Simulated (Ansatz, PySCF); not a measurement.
How UKS-B3LYP/6-31G* and FCI compare on the bond length at the minimum of diatomic hydrides.

Values in Å, from Ansatz (a first-principles code) and PySCF. Where two bases are given, the first is that of UKS-B3LYP/6-31G*. Full CI is exact in its basis, with frozen cores. Scans on which UKS-B3LYP/6-31G* failed, held another spin at the minimum or broke off are missing, so the means are lower bounds.

```json
[
 {"system": "HF singlet", "basis": "6-31G* / def2-SVP", "UKS-B3LYP/6-31G*": "0.935", "FCI": "0.920", "UKS-B3LYP/6-31G* − FCI": "0.015"},
 {"system": "HMg doublet", "basis": "6-31G* / aug-cc-pVQZ", "UKS-B3LYP/6-31G*": "1.757", "FCI": "1.743", "UKS-B3LYP/6-31G* − FCI": "0.014"},
 {"system": "HMg doublet", "basis": "6-31G* / cc-pVDZ", "UKS-B3LYP/6-31G*": "1.757", "FCI": "1.745", "UKS-B3LYP/6-31G* − FCI": "0.012"},
 {"system": "HBe cation singlet", "basis": "6-31G* / cc-pVQZ", "UKS-B3LYP/6-31G*": "1.325", "FCI": "1.315", "UKS-B3LYP/6-31G* − FCI": "0.010"},
 {"system": "HGa singlet", "basis": "6-31G* / cc-pVQZ", "UKS-B3LYP/6-31G*": "1.704", "FCI": "1.687", "UKS-B3LYP/6-31G* − FCI": "0.017"},
 {"system": "HLi singlet", "basis": "6-31G* / cc-pVTZ", "UKS-B3LYP/6-31G*": "1.621", "FCI": "1.608", "UKS-B3LYP/6-31G* − FCI": "0.013"},
 {"system": "HMg doublet", "basis": "6-31G* / aug-cc-pVTZ", "UKS-B3LYP/6-31G*": "1.757", "FCI": "1.746", "UKS-B3LYP/6-31G* − FCI": "0.011"},
 {"system": "HLi singlet", "basis": "6-31G* / def2-SVP", "UKS-B3LYP/6-31G*": "1.621", "FCI": "1.605", "UKS-B3LYP/6-31G* − FCI": "0.017"},
 {"system": "HS doublet", "basis": "6-31G* / cc-pVDZ", "UKS-B3LYP/6-31G*": "1.355", "FCI": "1.359", "UKS-B3LYP/6-31G* − FCI": "-0.004"},
 {"system": "HP triplet", "basis": "6-31G* / def2-TZVP", "UKS-B3LYP/6-31G*": "1.437", "FCI": "1.428", "UKS-B3LYP/6-31G* − FCI": "0.008"},
 {"system": "HAl singlet", "basis": "6-31G* / cc-pVTZ", "UKS-B3LYP/6-31G*": "1.673", "FCI": "1.657", "UKS-B3LYP/6-31G* − FCI": "0.016"},
 {"system": "HGe doublet", "basis": "6-31G* / cc-pVTZ", "UKS-B3LYP/6-31G*": "1.619", "FCI": "1.605", "UKS-B3LYP/6-31G* − FCI": "0.014"},
 {"system": "HO doublet", "basis": "6-31G* / cc-pVDZ", "UKS-B3LYP/6-31G*": "0.983", "FCI": "0.980", "UKS-B3LYP/6-31G* − FCI": "0.003"},
 {"system": "HSi doublet", "basis": "6-31G* / aug-cc-pVTZ", "UKS-B3LYP/6-31G*": "1.539", "FCI": "1.530", "UKS-B3LYP/6-31G* − FCI": "0.009"}
]
```

Task: What do these rows say about the size and sign of the difference from FCI?

Result: The mean difference from FCI is 0.011 Å (median 0.012) and the mean absolute one 0.012 Å (median 0.012); UKS-B3LYP/6-31G* lies above in 13 and below in 1 of 14 cases. It is closest for HO doublet (0.003), HS doublet (-0.004), HP triplet (0.008) and furthest off for HLi singlet (0.017), HGa singlet (0.017), HAl singlet (0.016).
